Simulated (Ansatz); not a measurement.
The input, for Ansatz 0.2.0:

```yaml
crystal:
  periodic: [false, false, false]
  atoms:
    - {symbol: N, position_ang: [0.000000, 0.000000, 0.000000]}
    - {symbol: N, position_ang: [0.000000, 0.000000, 1.266308]}
basis:
  gaussian: {orbitals: 6-31G}
correlation: {active_space: {ras: {orbitals: [7, 0, 11], electrons: 14, max_holes: 2, max_particles: 2}, fixed_orbitals: true}}
```

```sh
$ ansatz run in.yaml --threads 1 --pin off --events-out ev --progress --plain --max-ram 2393MiB
```

The program prints:

```
269 factors; integrals over basis functions are off by at most 5.2e-5 eV
mean field evaluation 1: about -2960.2938 eV, gradient 8.1e0 eV
mean field evaluation 2: about -2960.3030 eV, gradient 8.2e0 eV
mean field evaluation 4: about -2960.5021 eV, gradient 5.0e-1 eV
mean field evaluation 8: about -2960.5028 eV, gradient 5.7e-7 eV
mean field -2960.50280838 eV, -108.7964715073 hartree, gradient 7.4e-7 eV, S^2 0.000000; 0 other end points of the search recorded, 0 dependent functions left out
reference -2960.50280838 eV, -108.7964715073 hartree; 7, 7 occupied and 11, 11 virtual orbitals, 269 factors
state -2967.14120729 eV, -109.0404281673 hartree
Total energy: -2967.14120729 eV, -109.0404281673 hartree
```

Natural occupations: 2.0000 2.0000 1.9889 1.9798 1.9726 1.9311 1.9311 0.0698 0.0698 0.0259 0.0091 0.0067 0.0048 0.0048 0.0029 0.0012 0.0012 0.0007.

Ran on 1 thread of Arm Neoverse V2, shared host: 0.39 s wall, 0.07 GiB peak host memory.
